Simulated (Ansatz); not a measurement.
# Al₂NH₅ (SMILES [NH2][AlH][AlH2]): functionals against CCSD(T) at one geometry

An exercise on one series of results from a longer session: the logs are not shown, and one member is left open.

The runs use Ansatz 0.2.0, Gaussian basis; single points in def2-TZVPP.

Cores are frozen in the correlated methods.

**The system as given**

SMILES `[NH2][AlH][AlH2]`, 8 atoms, charge 0, spin multiplicity 1.

Atoms are counted from 1 here; the program's logs count them from 0.

Bond lengths: N1–Al2 1.793 Å, N1–H4 1.017 Å, N1–H5 1.001 Å, Al2–Al3 2.493 Å, Al2–H6 1.618 Å, Al3–H7 1.578 Å, Al3–H8 1.612 Å. Angles: Al2–N1–H4 132.3°, Al2–N1–H5 119.9°, H4–N1–H5 107.8°, N1–Al2–Al3 156.2°, N1–Al2–H6 119.4°, Al3–Al2–H6 84.4°, Al2–Al3–H7 94.3°, Al2–Al3–H8 145.3°, H7–Al3–H8 120.4°.

As a file:

```xyz
8

N    -1.43210    1.20670   -1.01180
Al   -0.15690    0.32270   -0.11270
Al    1.04890   -1.67730    0.75990
H    -2.28650    0.89740   -1.46800
H    -1.34060    2.19080   -1.16760
H     0.94120    1.15790    0.73320
H     2.12600   -0.83310    1.54560
H     1.09690   -3.28860    0.78710
```

Set-up of the first run:

run/in.yaml

```yaml
crystal:
  periodic: [false, false, false]
  atoms:
    - {symbol: N, position_ang: [-1.432100, 1.206700, -1.011800]}
    - {symbol: Al, position_ang: [-0.156900, 0.322700, -0.112700]}
    - {symbol: Al, position_ang: [1.048900, -1.677300, 0.759900]}
    - {symbol: H, position_ang: [-2.286500, 0.897400, -1.468000]}
    - {symbol: H, position_ang: [-1.340600, 2.190800, -1.167600]}
    - {symbol: H, position_ang: [0.941200, 1.157900, 0.733200]}
    - {symbol: H, position_ang: [2.126000, -0.833100, 1.545600]}
    - {symbol: H, position_ang: [1.096900, -3.288600, 0.787100]}
basis:
  gaussian: {orbitals: def2-TZVPP}
correlation: {method: ccsd_t}
output: {forces: true}
```

The command line of these runs was not kept.

Steps of the session up to this table: CCSD(T)/def2-TZVPP; PBE0-D4/def2-TZVPP; wB97M-V/def2-TZVPP; r2SCAN-D4/def2-TZVPP; PBE-D4/def2-TZVPP; BLYP-D4/def2-TZVPP; LC-wPBE/def2-TZVPP.

One of the session's tables, all rows but one given; the rest of the session is left out.

| method | RMS force component (eV/Å) | angle to CCSD(T) forces (°) | dipole (D) |
| --- | --- | --- | --- |
| CCSD(T) | 0.373 | reference | 2.36 |
| PBE0-D4 | 0.362 | 8.5 | 2.30 |
| wB97M-V | 0.354 | 6.9 | 2.36 |
| r2SCAN-D4 | ? | ? | ? |
| PBE-D4 | 0.359 | 22.8 | 2.37 |
| BLYP-D4 | 0.360 | 19.8 | 2.42 |
| LC-wPBE | 0.371 | 7.9 | 2.32 |

**Question.** Estimate the row for r2SCAN-D4.

**Answer.** RMS force component (eV/Å): 0.363; angle to CCSD(T) forces (°): 6.6; dipole (D): 2.40. In the column «RMS force component (eV/Å)» it lies between PBE0-D4 (0.362) and LC-wPBE (0.371).
